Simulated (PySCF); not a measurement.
# formic anhydride (C2H2O3): NMR shifts and spin-spin couplings

What NMR shifts and spin-spin couplings should formic anhydride (C2H2O3) (`O=COC=O`) show?

Programs: PySCF 2.14.0, with density-fitted response routines of our own. Each step states its level of theory. These are calculated values for one molecule in the gas phase, unless marked as measured. Atoms are numbered from 0 throughout.

### 1 The starting structure

7 atoms, charge 0, multiplicity 1; geometry from: GFN2-xTB.

Bonds of the start (Å): O0–C1 1.18, C1–O2 1.36, O2–C3 1.36, C3–O4 1.18, C1–H5 1.10, C3–H6 1.10.

### 2 Nuclear shieldings: PBE0/pcSseg-1

What the job is given:

```
{"job": {"kind": "nmr", "xc": "PBE0", "basis": "pcSseg-1"}, "charge": 0, "multiplicity": 1}
O     -1.403379     1.124503    -0.013169
C     -1.193448    -0.033489     0.090552
O      0.014632    -0.665110     0.063171
C      1.195023    -0.001008    -0.094601
O      1.356220     1.162400    -0.222465
H     -1.956283    -0.817731     0.229770
H      1.990569    -0.764659    -0.080336
```

Level: GIAO PBE0/pcSseg-1 NMR shielding, non-relativistic, gas phase.

**Question.** This job is followed by: B3LYP/pcJ-1 indirect spin-spin coupling, non-relativistic, gas phase. Predict these results of the whole session: 13C shifts against TMS (PBE0/pcSseg-1, means over atoms taken as alike); 1H shifts against TMS (PBE0/pcSseg-1, means over atoms taken as alike); 17O shifts against H2O (PBE0/pcSseg-1, means over atoms taken as alike); largest coupling of the table (B3LYP/pcJ-1).

As calculated:

```
                                                               quantity                    value
13C shifts against TMS (PBE0/pcSseg-1, means over atoms taken as alike)                158.7 ppm
 1H shifts against TMS (PBE0/pcSseg-1, means over atoms taken as alike)                 8.06 ppm
17O shifts against H2O (PBE0/pcSseg-1, means over atoms taken as alike)         503.8, 317.7 ppm
                            largest coupling of the table (B3LYP/pcJ-1)  1J(C,H) C1–H5, 244.5 Hz
```

In words: At PBE0/pcSseg-1: The widest tensor belongs to O0, O4: span 806 ppm, with a paramagnetic part of -567 ppm. In the run at B3LYP/pcJ-1, the largest coupling of the table is C1–H5 (mean over like pairs), 244.5 Hz, of which the Fermi-contact term gives 243.6 Hz.
